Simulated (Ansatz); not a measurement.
# C2H5F: the cost of one run

Method: RKS B3LYP-D4/STO-3G, in Ansatz 0.2.0.

## Step 1: The structure to begin with

Bond lengths: F1–H2 0.935 Å, C3–C4 1.317 Å, C3–H5 1.078 Å, C3–H6 1.078 Å, C4–H7 1.079 Å, C4–H8 1.078 Å. Angles: C3–C4–H7 121.5°, C3–C4–H8 121.6°, H7–C4–H8 116.9°, C4–C3–H5 121.8°, C4–C3–H6 122.1°, H5–C3–H6 116.0°.

Structure file:

```xyz
8

F    -0.3576   -0.2203   -3.0959
H     0.0518    0.4778   -2.6286
C    -0.1216   -0.2127    1.5638
C     0.2187    0.1284    0.3386
H    -0.2330   -1.2440    1.8569
H    -0.2989    0.5198    2.3345
H     0.3389    1.1625    0.0544
H     0.4017   -0.6115   -0.4236
```

## Step 2: Relaxing the start

File input.yaml:

```yaml
crystal:
  periodic: [false, false, false]
  atoms:
    - { symbol: F, position_ang: [-0.3576, -0.2203, -3.0959] }
    - { symbol: H, position_ang: [0.0518, 0.4778, -2.6286] }
    - { symbol: C, position_ang: [-0.1216, -0.2127, 1.5638] }
    - { symbol: C, position_ang: [0.2187, 0.1284, 0.3386] }
    - { symbol: H, position_ang: [-0.233, -1.244, 1.8569] }
    - { symbol: H, position_ang: [-0.2989, 0.5198, 2.3345] }
    - { symbol: H, position_ang: [0.3389, 1.1625, 0.0544] }
    - { symbol: H, position_ang: [0.4017, -0.6115, -0.4236] }
basis:
  gaussian: { orbitals: STO-3G }
hamiltonian:
  xc: b3lyp
  dispersion: d4
relax:
  f_tol: 0.02
  max_steps: 40
scf:
  lower_state_search: "off"
output:
  orbitals: {}
```

The run is started by

```console
$ ansatz run input.yaml --threads 1 --pin off --max-ram 2048MiB --backend cpu --events-out ev --progress --plain --runs-dir out
```

Q: Estimate wall time and peak memory on 1 thread of Arm Neoverse V2, shared host.

About 8 s, with a peak of 0.089 GiB.
